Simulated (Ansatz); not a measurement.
C$_{3}$H$_{7}$Cl, singlet: the ladder up to RCCSDT(Q)

Geometry: MP2(full)/6-31G*, from the G2/97 set.

```xyz
11

C     1.0494   -0.6518    0.0000
C     2.5224   -0.2546    0.0000
C     0.1568    0.5735    0.0000
H     0.8205   -1.2616    0.8792
H     0.8205   -1.2616   -0.8792
H     3.1622   -1.1404    0.0000
Cl   -1.5760    0.1303    0.0000
H     2.7717    0.3382   -0.8847
H     2.7717    0.3382    0.8847
H     0.3296    1.1864    0.8865
H     0.3296    1.1864   -0.8865
```

Basis cc-pV(D+d)Z; Ansatz 0.2.0. Only valence electrons are correlated (noble-gas cores frozen), which leaves 26 electrons in 92 orbitals. Prefix R: restricted or restricted open-shell reference. Active spaces: frontier = (8e, 8o) about the gap.

Full CI isn't at hand for all of this; RCCSDT(Q) serves as the reference, and is uncertain by about the last step of the cluster series.

```
UHF ⟨S²⟩                          : 0.000
T1 diagnostic (RCCSD)             : 0.0073
largest doubles amplitude (RCCSD) : 0.028
```

```tsv
level	E − E(RHF) (eV)
RMP2	-15.6353
RCCSD	-17.1716
RCCSD(T)	-17.6464
```

Q: Estimate how far RCCSDT(Q) in cc-pV(D+d)Z lies from RCCSD(T). The table doesn't fix it; the size of (T) and the diagnostics are the guide.

A: RCCSDT(Q) in cc-pV(D+d)Z lies 2.05 mEh below RCCSD(T), which is 12 % of the (T) step (-17.45 mEh). The diagnostics are small and the rest is a small part of (T), but (T) is large here. The miss exceeds 1 kcal/mol.

The other levels:

| level | E − E(RCCSDT(Q)) (mEh) | share of correlation (%) | wall time |
| --- | --- | --- | --- |
| CISD | 116.53 | 82.09 | 54 s |
| BCCD(T) | 2.00 | 99.69 | 2.1 s (H100) |
| RCCSDT | 1.10 | 99.83 | – |
| CASSCF (frontier space) | 575.63 | 11.51 | – |
| MRCISD (frontier space) | 93.87 | 85.57 | – |
| MRCISD+Q (frontier space) | 16.97 | 97.39 | 12 s (H100) |

The correlation energy at RCCSDT(Q), counted from RHF, is -17.702 eV. That run took 38 s on 2 threads of AMD EPYC 7R13 with a shared H100 80 GB, shared host.

Times hold each run's SCF and search for its determinant on a shared host, so for small cases they say little of a method's own cost; rows without a card ran on 1 thread of AMD EPYC 7R13.

Atomization energy (electronic, same basis, no zero-point term; atoms at the same level, unrestricted beside the R rows where the molecule is a closed shell, with restricted open-shell steps beyond CCSDT(Q)) at RCCSDT(Q): 3851.7 kJ/mol. Errors of other levels:

```json
{"level": "RHF", "error (kJ/mol)": "-774.5"}
{"level": "RMP2", "error (kJ/mol)": "30.7"}
{"level": "CISD", "error (kJ/mol)": "-275.8"}
{"level": "RCCSD", "error (kJ/mol)": "-36.3"}
{"level": "RCCSD(T)", "error (kJ/mol)": "-1.7"}
{"level": "BCCD(T)", "error (kJ/mol)": "-1.2"}
{"level": "RCCSDT", "error (kJ/mol)": "-2.3"}
```

This basis is far from its limit, so the value isn't to be set against a measured one. Truncated CI isn't size-consistent, which counts against it in atomization.
